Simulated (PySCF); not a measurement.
## Working out the ionisation energy of C

C [He] 2s2 2p2 (3P) → C⁺ [He] 2s2 2p1 (2P). Computed with PySCF 2.14 in aug-cc-pVDZ-DK (4s3p2d, 23 functions), with the spin-free X2C one-electron Hamiltonian (Gaussian nucleus). Frozen: 1s2. Energies in hartree (1 hartree = 27.21139 eV):

| part | C (lower) | C⁺ (upper) |
| --- | --- | --- |
| UHF | -37.702689 | -37.305352 |
| CCSD correlation | -0.075844 | -0.067234 |
| (T) | -0.001260 | -0.000685 |

Q: What does Hartree-Fock give?

A: (-37.305352) − (-37.702689) = 0.397337 hartree = 10.812 eV.

Q: What do CCSD and CCSD(T) give?

A: The CCSD correlation energies differ by 0.008610 hartree = 0.234 eV and the triples by 0.000575 hartree = 0.016 eV, so CCSD gives 11.046 eV and CCSD(T) 11.062 eV.

Measured between the centres of the two terms (NIST): 11.262 eV, so CCSD(T) (valence) is off by -0.200 eV.

A double-zeta basis recovers only part of the correlation energy.

What remains against the reference includes basis incompleteness, the frozen core and higher excitations.
